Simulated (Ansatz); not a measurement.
Diamond was calculated with LDA (PAW; Ansatz, an electronic-structure program).

Run with plane-wave cutoff 520 eV, 12×12×12 k mesh, perturbation theory, force constants from a 4×4×4 q mesh, scalar-relativistic PAW data made under PBE.

Quasi-harmonic results against temperature at zero pressure (zero-point motion included, B isothermal):

```tsv
T (K)	a (Å)	linear α (10⁻⁶/K)	B (GPa)	C_P (J/K per mol of atoms)	Grüneisen γ
200	3.5451	0.35	456.2	2.37	0.67
300	3.5453	1.04	455.6	6.25	0.77
400	3.5459	1.85	454.4	10.27	0.83
500	3.5466	2.55	452.9	13.59	0.86
600	3.5476	3.10	451.1	16.12	0.88
700	3.5488	3.51	449.1	18.01	0.89
1000	3.5530	4.28	442.6	21.33	0.91
```

The crystal is taken as a harmonic solid at every temperature: melting, phase changes and anharmonicity beyond the change of volume are not seen.
